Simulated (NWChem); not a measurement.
Everything below was run with NWChem. System: water (H2O), charge 0, spin multiplicity 1, at a geometry optimised with PBE/def2-SVP. Level: CCSD(T)/cc-pVDZ, 1 core orbitals frozen.

The NWChem input:

```
start mol
memory heap 100 mb stack 700 mb global 1900 mb
geometry units angstroms nocenter noautoz
  O      0.000000     0.000000     0.122623
  H      0.757688     0.000000    -0.490493
  H     -0.757688     0.000000    -0.490493
  symmetry group C2v
end
basis spherical
  * library cc-pvdz
end
scf
  rhf
  nopen 0
  maxiter 100
  thresh 1e-7
  semidirect memsize 60000000 filesize 0
end
ccsd
  freeze core 1
  maxiter 60
end
task ccsd(t) energy
```

NWChem printed:

```
             Northwest Computational Chemistry Package (NWChem) 7.3.0
             --------------------------------------------------------

                                NWChem Input Module
                                -------------------

 Scaling coordinates for geometry "geometry" by  1.889725989
 (inverse scale =  0.529177249)

 Turning off AUTOSYM since
 SYMMETRY directive was detected!

                             Geometry "geometry" -> ""
                             -------------------------

 Output coordinates in angstroms (scale by  1.889725989 to convert to a.u.)

  No.       Tag          Charge          X              Y              Z
 ---- ---------------- ---------- -------------- -------------- --------------
    1 O                    8.0000     0.00000000     0.00000000     0.12262300
    2 H                    1.0000     0.75768800     0.00000000    -0.49049300
    3 H                    1.0000    -0.75768800     0.00000000    -0.49049300

 Effective nuclear repulsion energy (a.u.)       9.0359850017

            Nuclear Dipole moment (a.u.)
            ----------------------------
        X                 Y               Z
 ---------------- ---------------- ----------------
     0.0000000000     0.0000000000    -0.0000037795

      Symmetry information
      --------------------

 Group name             C2v
 Group number             16
 Group order               4
 No. of unique centers     2

      Symmetry unique atoms

     1    2


 Summary of "ao basis" -> "" (spherical)
 ------------------------------------------------------------------------------
       Tag                 Description            Shells   Functions and Types
 ---------------- ------------------------------  ------  ---------------------
 *                          cc-pvdz                   on all atoms

 Summary of "ao basis" -> "ao basis" (spherical)
 ------------------------------------------------------------------------------
       Tag                 Description            Shells   Functions and Types
 ---------------- ------------------------------  ------  ---------------------
[...]
task        38 out of        78 done  48%  at       0.1 secs
task        39 out of        78 done  50%  at       0.1 secs
task        43 out of        78 done  55%  at       0.1 secs
task        50 out of        78 done  64%  at       0.2 secs
task        55 out of        78 done  70%  at       0.2 secs
task        59 out of        78 done  75%  at       0.2 secs
task        63 out of        78 done  80%  at       0.2 secs
task        67 out of        78 done  85%  at       0.2 secs
task        71 out of        78 done  91%  at       0.2 secs
task        76 out of        78 done  97%  at       0.2 secs
task        78 out of        78 done 100%  at       0.2 secs
 commencing triples evaluation - blocking       1
 ccsd(t): done        1 out of       19 progress:    5.3%
 ccsd(t): done        2 out of       19 progress:   10.5%
 ccsd(t): done        3 out of       19 progress:   15.8%
 ccsd(t): done        4 out of       19 progress:   21.1%
 ccsd(t): done        5 out of       19 progress:   26.3%
 ccsd(t): done        6 out of       19 progress:   31.6%
 ccsd(t): done        7 out of       19 progress:   36.8%
 ccsd(t): done        8 out of       19 progress:   42.1%
 ccsd(t): done        9 out of       19 progress:   47.4%
 ccsd(t): done       10 out of       19 progress:   52.6%
 ccsd(t): done       11 out of       19 progress:   57.9%
 ccsd(t): done       12 out of       19 progress:   63.2%
 ccsd(t): done       13 out of       19 progress:   68.4%
 ccsd(t): done       14 out of       19 progress:   73.7%
 ccsd(t): done       15 out of       19 progress:   78.9%
 ccsd(t): done       16 out of       19 progress:   84.2%
 ccsd(t): done       17 out of       19 progress:   89.5%
 ccsd(t): done       18 out of       19 progress:   94.7%
 ccsd(t): done       19 out of       19 progress:  100.0%
 Time for integral evaluation pass     1        0.19
 Time for triples evaluation pass      1        0.04

 pseudo-e(mp4)  -0.32341186526319E-02
 pseudo-e(mp5)   0.91123876257130E-04
        e(t)    -0.31429947763747E-02

 --------------
 CCSD(T) Energy
 --------------
 Reference energy:                     -76.025342822488938

 CCSD corr. energy:                     -0.212684936231408
 T(CCSD) corr. energy:                  -0.003234118652632
 Total CCSD+T(CCSD) energy:            -76.241261877372978

 CCSD corr. energy:                     -0.212684936231408
 (T) corr. energy:                      -0.003142994776375
 Total CCSD(T) energy:                 -76.241170753496718

 routine      calls  cpu(0)   cpu-min  cpu-ave  cpu-max   i/o
 aoccsd          1     0.00     0.00     0.00     0.00    0.00
 iterdrv         1     0.01     0.01     0.01     0.01    0.00
 pampt           9     0.02     0.02     0.02     0.02    0.00
 t2pm            9     0.02     0.02     0.02     0.02    0.00
 sxy             9     0.04     0.04     0.04     0.04    0.00
 ints        54756     1.96     1.96     1.96     1.96    0.00
 t2eri         702     0.13     0.13     0.13     0.13    0.00
 idx2          702     0.08     0.08     0.08     0.08    0.00
 idx34           9     0.01     0.01     0.01     0.01    0.00
 ht2pm           9     0.03     0.03     0.03     0.03    0.00
 itm             9     0.07     0.07     0.07     0.07    0.00
 pdiis           9     0.01     0.01     0.01     0.01    0.00
 triples         1     0.00     0.00     0.00     0.00    0.00
 rdtrpo          1     0.00     0.00     0.00     0.00    0.00
 trpmos          1     0.19     0.19     0.19     0.19    0.00
 trpdrv          1     0.01     0.01     0.01     0.01    0.00
 dovvv        1520     0.01     0.01     0.01     0.01    0.00
 doooo        1520     0.01     0.01     0.01     0.01    0.00
 tengy        1216     0.01     0.01     0.01     0.01    0.00
 Total                 2.61     2.61     2.61     2.61    0.00

 Task  times  cpu:        3.4s     wall:        3.4s

 Total times  cpu:        3.5s     wall:        3.5s
```
